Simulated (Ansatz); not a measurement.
Input file:

```yaml
crystal:
  periodic: [false, false, false]
  atoms:
    - {symbol: S, position_ang: [0.000000, -0.055357, 0.000000]}
    - {symbol: H, position_ang: [0.000000, 0.880517, -0.960699]}
    - {symbol: H, position_ang: [0.000000, 0.880514, 0.960701]}
basis:
  gaussian: {orbitals: "6-31++G**"}
magnetization: {spin_polarized: false}
hamiltonian: {pseudopotentials: {relativity: none}}
correlation: {method: ccsd_t, electrons: outside_noble_gas}
accuracy: high
scf: {lower_state_search: full}
```

```sh
$ ansatz run in.yaml --threads 1 --pin off --events-out ev --progress --plain --max-ram 2393MiB
```

The program prints:

```
626 factors; integrals over basis functions are off by at most 3.9e-9 eV
mean field evaluation 1: about -10847.8972 eV, gradient 1.2e1 eV
mean field evaluation 2: about -10847.9002 eV, gradient 1.2e1 eV
mean field evaluation 4: about -10848.5074 eV, gradient 1.1e0 eV
mean field evaluation 8: about -10848.5150 eV, gradient 2.7e-4 eV
mean field evaluation 16: about -10848.5103 eV, gradient 1.7e-1 eV
mean field -10848.51503330 eV, -398.6755740860 hartree, gradient 3.1e-8 eV, S^2 0.000000; 0 other end points of the search recorded, 0 dependent functions left out
5 core orbitals not correlated: weight in the atoms' cores, before any rotation towards them, 1.000 or more for the frozen orbitals, at most 0.000 for the correlated occupied ones
reference -10848.51503330 eV, -398.6755740860 hartree; 4, 4 occupied and 26, 26 virtual orbitals, 626 factors
second order -3.71375441 eV of doubles, -0.00000000 eV of singles
cycle   1  -4.15686654 eV  change   -4.4e-1 eV  update   4.3e-2
cycle   2  -4.30002716 eV  change   -1.4e-1 eV  update   1.4e-2
cycle   3  -4.30654630 eV  change   -6.5e-3 eV  update   2.8e-3
cycle   4  -4.30647201 eV  change    7.4e-5 eV  update   6.8e-4
cycle   5  -4.30629080 eV  change    1.8e-4 eV  update   2.2e-4
cycle   6  -4.30629280 eV  change   -2.0e-6 eV  update   6.9e-5
cycle   7  -4.30629941 eV  change   -6.6e-6 eV  update   1.8e-5
cycle   8  -4.30629673 eV  change    2.7e-6 eV  update   4.7e-6
cycle   9  -4.30629614 eV  change    5.9e-7 eV  update   1.1e-6
cycle  10  -4.30629609 eV  change    4.8e-8 eV  update   2.9e-7
cycle  11  -4.30629612 eV  change   -2.9e-8 eV  update   8.6e-8
cycle  12  -4.30629613 eV  change   -8.6e-9 eV  update   2.5e-8
cycle  13  -4.30629611 eV  change    1.1e-8 eV  update   1.3e-8
cycle  14  -4.30629646 eV  change   -3.5e-7 eV  update   7.3e-8
cycle  15  -4.30629650 eV  change   -4.4e-8 eV  update   2.1e-8
cycle  16  -4.30629651 eV  change   -9.6e-9 eV  update   4.1e-9
cycle  17  -4.30629652 eV  change   -2.9e-9 eV  update   1.1e-9
cycle  18  -4.30629652 eV  change  -8.8e-10 eV  update  2.2e-10
perturbative correction -0.09252206 eV, -0.0034001231 hartree
Total energy: -10852.91385188 eV, -398.8372276873 hartree
```

Ran on 1 thread of INTEL XEON PLATINUM 8581C, shared host: 0.33 s wall, 0.14 GiB peak host memory.
